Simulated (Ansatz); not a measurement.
Rock-salt SnTe (cubic form, which distorts at low temperature) was calculated with LDA (plane waves, PAW; Ansatz, a first-principles code).

Run with plane-wave cutoff 520 eV, 20×20×20 k mesh, scalar-relativistic PAW data made under PBE.

Cell (relaxed at this level):

Space group Fm-3m (No. 225); a = b = c = 6.235 Å, α = β = γ = 90.00°

```
atom  site  symmetry       x       y       z
----  ----  --------  ------  ------  ------
Sn      4a      m-3m  0.0000  0.0000  0.0000
Te      4b      m-3m  0.5000  0.5000  0.5000
```
(The calculation used a cell of 2 atoms; values per cell refer to that cell.)

Task: Predict the Voigt–Reuss–Hill bulk modulus, elastic constant C12, Young modulus, polycrystal shear modulus (Hill average), elastic constant C11 and elastic constant C44.

Result: 
- Voigt–Reuss–Hill bulk modulus = 50.5 GPa
- elastic constant C12 = 2.17 GPa
- Young modulus = 82.1 GPa
- polycrystal shear modulus (Hill average) = 33.4 GPa
- elastic constant C11 = 147 GPa
- elastic constant C44 = 18.7 GPa

Measured, for comparison: elastic constant C12 2.1 GPa, elastic constant C11 109 GPa, elastic constant C44 9.69 GPa (temperature not stated, no zero-point or thermal correction; as tabulated in Oses et al. (2018), arXiv:1811.08464). Computed (rounded) less measured: elastic constant C12 +3 %, elastic constant C11 +35 %, elastic constant C44 +93 %. A static lattice is as a rule a little smaller and stiffer than an uncorrected measurement, which narrows the difference in the elastic constant C12 and would widen misses of the other sign.

Note: symmetry holds this phase in the static calculation, where it need not be a minimum.

Elastic constants are with the ions relaxed.

Spin–orbit coupling is not included.

The computed numbers hold no vibrational or temperature effects.

The result took around 11 core-minutes (rough).
